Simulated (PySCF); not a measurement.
Where does `O=C[C@H]1[C@H]2C[C@@H]12` (C5H6O) take a proton?

Molecule: `O=C[C@H]1[C@H]2C[C@@H]12` (C5H6O). Atom numbers as in the mapped SMILES `[O:1]=[CH:2][C@H:3]1[C@H:4]2[CH2:5][C@@H:6]12`.

Computed at M06-2X/def2-TZVP // PBE0-D3(BJ)/def2-SVP with PySCF (density fitting, grid level 3). Zero-point and thermal terms (298.15 K, 1 bar) come from unscaled GFN2-xTB harmonic frequencies, with soft modes damped to free rotors in the entropy. These were taken at the GFN2-xTB minima.

| site | product | PA / kJ/mol | GB / kJ/mol |
| --- | --- | --- | --- |
| O1 (carbonyl oxygen) | `[OH+]=CC1C2CC12` | 822 | 791 |

PA is −ΔH and GB is −ΔG of B + H⁺ → BH⁺ in the gas phase. Sites whose products fell apart, merged with another or lost in a GFN2-xTB screen aren't listed.

In diethyl ether the product from O1 is solvated 179 kJ/mol more strongly than the parent (electrostatics only).

Run with `OMP_NUM_THREADS=1 python redox_run.py task.json out` on 1 thread of AMD EPYC 7R43 64-Core, a shared host. Structures, frequencies and single points: 6.4 min of wall time.
